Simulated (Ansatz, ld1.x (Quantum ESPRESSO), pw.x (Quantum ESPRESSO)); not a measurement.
**tungsten: one change to the TM potential, in the atom and in the sc crystal**

ld1.x (Quantum ESPRESSO) 7.5 input, shortened:

```
&input
   title='W', zed=74., rel=1, dft='PW', iswitch=3,
   config='[Xe] 4f14 5d4 6s2 6p0'
 /
 &inputp
   pseudotype=2, tm=.true., lloc=0,
   nlcc=.false.
 /
3
6P  2  1   0.00   0.00  3.65  3.65  0.0
5D  3  2   4.00   0.00  2.15  2.15  0.0
6S  1  0   2.00   0.00  2.30  2.30  0.0
 &test
   configts(1)='5d4 6s2 6p0'
 /
```

Change: all radii scaled by about 1.18 (s 2.72, p 4.30, d 2.54 bohr).

Cutoffs, loose and tight: the cutoffs (Ry, on a coarse ladder) from which the occupation-weighted sum of valence levels, in a spherical-Bessel basis at the reference potential, stays within 10 and 1 mRy of its value at 400 Ry. They do not see the model core or the augmentation charge, which bear on the density cutoff. Test errors are all-electron minus pseudo excitation energies from the reference, over the configurations 5d4 6s1 6p0; 5d4 6s0 6p0; 5d3 6s0 6p0; 5d4.5 6s1.5 6p0; 5d4 6s0 6p1; 5d4 6s1 6p1; 5d3 6s2 6p0 (two spin-polarised tests are not counted in the largest error); variants that change the core or the reference have their own tests.

Crystal test: sc W in pw.x 7.5, no spin, 13³ k-points, Fermi–Dirac smearing 0.01 Ry, cutoffs set for each file from its atomic test. The reference is all-electron LAPW (Ansatz 0.2.0) with the same functional, mesh and smearing; V0 and B0 come from Birch–Murnaghan fits to the pressures at five volumes. Errors are pseudo minus all-electron; Δ is the rms difference of the E(V) curves that follow from these fits, minima aligned, over ±6 % about the mean V0. Mesh and smearing are coarse, so the numbers serve the comparison and aren't converged zero-temperature values; the lattice is a test structure that the element need not adopt.

All-electron: a0 = 2.590 Å (V0 = 17.36 Å³/atom), B0 = 240.5 GPa.

Task: Does the change bring the crystal closer to the all-electron result?

Result: The mean pressure error goes from +0.53 to +5.83 GPa, so the change moves the solid further from the all-electron pressures.

| quantity | base | changed |
| --- | --- | --- |
| outcome (atom) | generated | generated |
| cutoff, loose (atom) | 30 Ry | 30 Ry |
| cutoff, tight (atom) | 35 Ry | 35 Ry |
| bound ghosts (atom) | none | none |
| largest test error (meV) (atom) | +48 | +51 |
| cutoffs in pw.x (Ry) | 45/180 | 45/180 |
| a0 (Å) | 2.591 | 2.611 |
| a0 error (%) | +0.07 | +0.82 |
| B0 error (%) | -2.7 | -3.4 |
| Δ (meV/atom) | 2.0 | 22.1 |
| mean pressure error (GPa) | +0.53 | +5.83 |

Base: The largest radius (3.65 bohr) exceeds half the bond length (2.45 bohr), so the spheres overlap, which is one possible source of error among others. Changed file: The largest radius (4.30 bohr) exceeds half the bond length (2.45 bohr), so the spheres overlap, which is one possible source of error among others. This is a poor potential for the solid. The atomic cutoffs weigh occupied waves only.
